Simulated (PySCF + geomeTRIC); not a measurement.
A geometry relaxed with ωB97X-D3(BJ)/def2-TZVP (PySCF + geomeTRIC), charge 0, multiplicity 1:

```xyz
5

H     -0.4145     0.9309    -0.3889
C      0.0000     0.0000     0.0000
H      1.0079    -0.1411    -0.3923
H      0.0368     0.0454     1.0891
H     -0.6302    -0.8352    -0.3079
```

### Question
Write the SMILES of this molecule.

### Answer
`C`
